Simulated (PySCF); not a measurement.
## SMILES c1c[cH+]1, [C₃H₃]+, charge +1

Molfile (atoms numbered from 1):
```
C3H3
     RDKit          3D

  6  6  0  0  0  0  0  0  0  0999 V2000
   -0.3971   -0.6793   -0.0120 C   0  0  0  0  0  0  0  0  0  0  0  0
   -0.3893    0.6845    0.0045 C   0  0  0  0  0  0  0  0  0  0  0  0
    0.7879   -0.0043    0.0097 C   0  0  0  0  0  0  0  0  0  0  0  0
   -0.9493   -1.6234   -0.0295 H   0  0  0  0  0  0  0  0  0  0  0  0
   -0.9307    1.6350    0.0098 H   0  0  0  0  0  0  0  0  0  0  0  0
    1.8818   -0.0107    0.0221 H   0  0  0  0  0  0  0  0  0  0  0  0
  1  2  2  0
  2  3  1  0
  3  1  1  0
  1  4  1  0
  2  5  1  0
  3  6  1  0
M  CHG  1   3   1
M  END
```

The calculation used PySCF, GIAO wB97X-D/pcSseg-2 magnetisability, rotational g tensor and spin-rotation constants, non-relativistic, gas phase. Geometry: PBE0-D3(BJ)/def2-SVP.

For an ion the centre-of-mass motion in the field is neglected.

What are the magnetisability and the molar susceptibility?

Isotropic -290 × 10⁻³⁰ J/T², or -17.5 × 10⁻⁶ cm³/mol; principal values -645, -113, -113 × 10⁻³⁰ J/T², anisotropy 531 × 10⁻³⁰ J/T² (root of half the summed squared differences of the principal values). The susceptibility is in cgs units.

Split it along the inertial axes a, b, c into diamagnetic and paramagnetic parts about the centre of mass, with the quadrupole moment.


```
axis  χ (10⁻⁶ cm³/mol)  diamagnetic (10⁻⁶ cm³/mol)  paramagnetic (10⁻⁶ cm³/mol)  summed x² of all electrons (Å²)  quadrupole Θ (D Å)
   a              -6.8                       -68.1                         61.3                             12.8               +3.04
   b              -6.8                       -68.1                         61.3                             12.8               +3.04
   c             -38.8                      -109.0                         70.1                              3.2               -6.08
```
Anisotropies 2χaa − χbb − χcc = +32.0 and 2χbb − χaa − χcc = +32.0 × 10⁻⁶ cm³/mol. Θ is traceless in Buckingham's convention.

And the rotational g tensor?


| axis | rotational constant (GHz) | g | nuclear part | electronic part |
| --- | --- | --- | --- | --- |
| a | 30.6054 | -0.2172 | 0.6643 | -0.8815 |
| b | 30.6048 | -0.2172 | 0.6643 | -0.8814 |
| c | 15.3026 | +0.1601 | 0.6643 | -0.5042 |

Oblate top; isotopes 12C, 1H; no vibrational averaging.
